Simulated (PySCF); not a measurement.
PySCF input:

```python
from pyscf import gto, scf, dft

mol = gto.M(
    atom='''
    C     0.05579033    1.15754012    0.28323632
    C     0.06380645   -1.16293543    0.25834942
    C     0.76494387    0.00613078   -0.32524909
    C    -0.67692040    0.00170417   -0.37693512
    H     0.02306974    1.28115780    1.36609250
    H     0.06246247    2.08444980   -0.27861575
    H     0.03202083   -1.30997191    1.33830284
    H     0.07684004   -2.07751359   -0.32325246
    H    -1.44011468    0.00724010   -1.13893632
    ''',
    basis='def2-tzvpd',
    charge=0,
    spin=1,
    verbose=4,
)

mf = scf.UHF(mol).density_fit(auxbasis='def2-universal-jkfit')
mf.conv_tol = 1e-9
mf.max_cycle = 100
mf.max_memory = 1500
mf.kernel()
if not mf.converged:
    mf = mf.newton()
    mf.kernel(mf.make_rdm1())
for _ in range(2):
    mo, _, stable, _ = mf.stability(return_status=True)
    if stable:
        break
    mf.kernel(mf.make_rdm1(mo, mf.mo_occ))
mf.analyze()
```

Problem. Which total energy does the run end on?

Solution. -154.27339 Eh (HF/def2-TZVPD).

It need not be the lowest isomer of its formula.
